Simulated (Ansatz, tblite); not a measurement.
**The cluster Zr2P2: one state, many levels**

An exercise on one series of results from a longer session: the logs are not shown, and one member is left open.

Program: Ansatz 0.2.0, Gaussian basis. Level of theory: as each input shows. These are calculated values, not measurements.

The runs, in order: GFN1-xTB, GFN2-xTB, PBE-D4/def2-TZVP, r2SCAN-D4/def2-TZVP, LDA/def2-TZVP, r2SCAN0-D4/def2-TZVP, ωB97M-V/def2-TZVP, r2SCANh-D4/def2-TZVP, ωB97X-V/def2-TZVP, PBE+5HF/def2-TZVP, PBE+10HF/def2-TZVP, PBE+15HF/def2-TZVP, PBE+35HF/def2-TZVP, PBE+50HF/def2-TZVP, PBE-D4/def2-SVP, PBE0-D4/def2-SVP, PBE0-D4/def2-TZVPD, PBE-D4/def2-TZVPD, r2SCAN-D4/def2-TZVPD, CCSD(T)/def2-TZVPP, MP2/def2-TZVP, RPA/def2-TZVP.

3 further runs of the same task are left out: 3 set aside as unsound or not needed. Runs told in other sessions of the task aren't counted.

### The relaxed structure

The geometry is that of the singlet, from an earlier relaxation (PBE-D4/def2-SVP). At that level it is the lowest of the isomers that a small search found.

4 atoms, charge 0, spin multiplicity 1.

Bond lengths: Zr1–P3 2.406 Å, Zr1–P4 2.406 Å, Zr2–P3 2.406 Å, Zr2–P4 2.406 Å. Angles: P3–Zr1–P4 95.8°, P3–Zr2–P4 95.8°, Zr1–P3–Zr2 69.5°, Zr1–P4–Zr2 69.5°.

As a file:

```xyz
4

Zr   -0.6587    0.7499   -1.0306
Zr    0.2997   -1.3098    0.5028
P     1.6722    0.2456   -0.7152
P    -1.3132    0.3143    1.2430
```

Zr takes a core potential in the def2 sets. No spin-orbit coupling is included.

PBE0-D4/def2-TZVP was run before; its log isn't repeated, and its numbers join the tables.

Set-up of the first run:

Tight binding, by tblite at 300 K electronic temperature and without a spin-polarisation term:

```python
tblite.interface.Calculator('GFN1-xTB', numbers, positions, charge=0, uhf=0).singlepoint()
```

Tight binding, by tblite at 300 K electronic temperature and without a spin-polarisation term:

```python
tblite.interface.Calculator('GFN2-xTB', numbers, positions, charge=0, uhf=0).singlepoint()
```

start.molden holds the orbitals of an earlier run on this state, given as this run's starting guess.

Input file in.yaml:

```yaml
crystal:
  periodic: [false, false, false]
  atoms:
    - {symbol: Zr, position_ang: [-0.658749, 0.749854, -1.030551]}
    - {symbol: Zr, position_ang: [0.299716, -1.309811, 0.502825]}
    - {symbol: P, position_ang: [1.672244, 0.245618, -0.715217]}
    - {symbol: P, position_ang: [-1.313211, 0.314338, 1.242954]}
basis:
  gaussian: {orbitals: def2-TZVP, initial_orbitals: start.molden}
hamiltonian: {xc: pbe, dispersion: d4}
scf: {omitted_lower_state_checks: [starts]}
output: {orbitals: {seedname: orbitals}}
```

Launch:

```
$ ansatz run in.yaml --threads 4 --pin off --events-out ev --progress --plain --max-ram 3916MiB
```

Among the steps run: PBE-D4/def2-TZVP; r2SCAN-D4/def2-TZVP; LDA/def2-TZVP; r2SCAN0-D4/def2-TZVP; ωB97M-V/def2-TZVP; r2SCANh-D4/def2-TZVP; ωB97X-V/def2-TZVP; PBE+5HF/def2-TZVP; PBE+10HF/def2-TZVP; PBE+15HF/def2-TZVP; PBE+35HF/def2-TZVP; PBE+50HF/def2-TZVP; PBE-D4/def2-SVP; PBE0-D4/def2-SVP; PBE0-D4/def2-TZVPD; PBE-D4/def2-TZVPD; r2SCAN-D4/def2-TZVPD; CCSD(T)/def2-TZVPP; MP2/def2-TZVP; RPA/def2-TZVP.

One of the session's tables, all rows but one given; the rest of the session is left out.

It belongs to the step «Binding energy». 

```
             level  binding an atom (eV)
      HF/def2-TZVP                 1.091
     HF/def2-TZVPP                 1.088
     LDA/def2-TZVP                 4.367
  PBE0-D4/def2-SVP                 3.412
 PBE0-D4/def2-TZVP                 3.426
PBE0-D4/def2-TZVPD                 3.427
 ωB97X-V/def2-TZVP                 3.215
 ωB97M-V/def2-TZVP                 3.112
     MP2/def2-TZVP                     ?
   CCSD/def2-TZVPP                 2.908
CCSD(T)/def2-TZVPP                 3.357
```

Estimate the missing values for MP2/def2-TZVP.

The run gave: binding an atom (eV): 3.790. In the column «binding an atom (eV)» it lies between PBE0-D4/def2-TZVPD (3.427) and LDA/def2-TZVP (4.367).

Caveats from the session: Free atoms were run apart at each level; binding is atoms less cluster, divided by the number of atoms, without zero-point or spin-orbit terms.
